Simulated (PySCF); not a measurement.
## Al: ionisation energy

Al [Ne] 3s2 3p1 (2P) → Al+ [Ne] 3s2 (1S), as a difference of total energies. Calculation: PySCF 2.14, in cc-pV(D+d)Z (4s3p2d, 23 functions); no relativity, point nucleus. Correlated levels: valence: [Ne] frozen. The calculations carry no spin-orbit coupling.

```
           method  ionisation energy (eV)
              UHF                   5.586
             PBE0                   6.096
             BP86                   6.158
    MP2 (valence)                   5.738
SCS-MP2 (valence)                   5.718
   CCSD (valence)                   5.829
CCSD(T) (valence)                   5.848
```

Problem. How much does correlation contribute at CCSD(T) (valence)?

Solution. 5.848 − (5.586) = 0.262 eV, measured against UHF.

Errors of the correlated levels include the incompleteness of this basis and the frozen core.

For comparison: 5.977 eV (measured; NIST levels, between the centres of gravity of the two terms).
